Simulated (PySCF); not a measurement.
NICS in rings of unrelated molecules.

Probes without a nucleus sit at each ring's centroid and 1 Å off its mean plane on both sides; NICS is minus the shielding there, NICSzz its component along the normal. Level: GIAO PBE0/pcSseg-1 (PySCF, non-relativistic, gas phase) on the GFN2-xTB geometries, one conformer each. Atom numbers follow the mapped SMILES.

Question: Order these rings by mean NICS(1)zz, lowest (most negative) first (ppm).
A. ring C7–C8–C9 in `[CH2:1]=[CH:2][CH2:3][P@:4](=[O:5])([OH:6])[CH:7]1[CH2:8][CH2:9]1`
B. ring C3–C4–S5 in `[CH:1]#[C:2][C@@H:3]1[CH2:4][S:5]1`
C. ring C3–N4–C5–C6–C7 in `[cH:1]1[cH:2][c:3]2[nH:4][cH:5][cH:6][c:7]2[nH:8]1`
D. ring N2–N3–C4–C10–N11 in `[CH3:1][n:2]1[n:3][c:4]2[cH:5][cH:6][cH:7][c:8]([F:9])[c:10]2[n:11]1`
E. ring C2–N3–N4–N5–C11 in `[CH3:1][c:2]1[n:3][n:4][n:5]2[c:6]([F:7])[cH:8][cH:9][cH:10][c:11]12`
F. ring C6–O7–C8–C9–O10 in `[CH2:1]=[CH:2][C@H:3]([CH2:4][F:5])[C+:6]1[O:7][CH2:8][CH2:9][O:10]1` (charge +1)
G. ring C3–C4–C5–C6–C7–C8 in `[CH3:1][NH:2][CH:3]1[CH2:4][CH2:5][CH2:6][CH2:7][CH2:8]1`

Answer: E (-39.7), D (-38.0), C (-28.7), A (-24.7), B (-23.3), F (-5.8), G (2.5).

| SMILES | ring | NICS(0) | NICS(1) | NICS(1)zz | HOMA | rms pucker (Å) | ring atoms with four or more neighbours |
| --- | --- | --- | --- | --- | --- | --- | --- |
| Cc1nnn2c(F)cccc12 | 5-membered ring with 3 N; formal bonds all aromatic | -15.8 | -15.6 | -39.7 | 0.90 | 0.00 | 0 |
| Cn1nc2cccc(F)c2n1 | 5-membered ring with 3 N; formal bonds all aromatic | -15.8 | -15.1 | -38.0 | 0.90 | 0.00 | 0 |
| c1cc2[nH]ccc2[nH]1 | 5-membered ring with N; formal bonds all aromatic | -14.2 | -10.9 | -28.7 | 0.92 | 0.00 | 0 |
| C=CC[P@](=O)(O)C1CC1 | 3-membered carbocycle; formal bonds all single | -44.9 | -9.1 | -24.7 | – | 0.00 | 3 |
| C#C[C@@H]1CS1 | 3-membered ring with S; formal bonds all single | -48.0 | -8.3 | -23.3 | – | 0.00 | 2 |
| C=C[C@H](CF)[C+]1OCCO1 | 5-membered ring with 2 O; formal bonds all single | -6.6 | -2.9 | -5.8 | – | 0.00 | 2 |
| CNC1CCCCC1 | 6-membered carbocycle; formal bonds all single | -2.9 | -2.7 | 2.5 | – | 0.24 | 6 |

NICS(0) gives another order. The isotropic NICS(1) gives the same order. HOMA uses Krygowski's 1993 parameters; it is left out where a ring has a four-coordinate atom, a triple bond, no multiple bond or a kind of bond without parameters. NICS(1) and NICS(1)zz are means over the two faces.
